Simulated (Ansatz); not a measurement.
2H WSe₂, treated with PBE in Ansatz (PAW).

Settings: plane-wave cutoff 500 eV, 12×12×4 k mesh (along the axes of the cell as run), gaussian smearing 0.02 eV, no spin polarisation, scalar-relativistic PAW data made under PBE.

Cell (relaxed at this level):

```xyz
6
Lattice="1.6604 -2.8759 0.0000 1.6604 2.8759 0.0000 0.0000 0.0000 15.0918" Properties=species:S:1:pos:R:3 pbc="T T T"
W      1.6604     0.9586     3.7730
W      1.6604    -0.9586    11.3189
Se     1.6604     0.9586     9.6407
Se     1.6604    -0.9586     2.0948
Se     1.6604    -0.9586     5.4511
Se     1.6604     0.9586    12.9971
```

Q: Predict the band gap.

A: 
- band gap: 1.46 eV (on the SCF k mesh)

Measured, for comparison: band gap 1.2 eV (room temperature, no zero-point or thermal correction, bulk 2H; as tabulated in Bastos et al. (2019), arXiv:1903.08112).

Note: the cell comes from a level without a dispersion term, which matters for the spacing of layers, chains or molecules; the cell has widely spaced layers and the level no dispersion term, so their spacing and the moduli can rest on weak binding.

Spin–orbit coupling is not included.

Ansatz is a first-principles code.
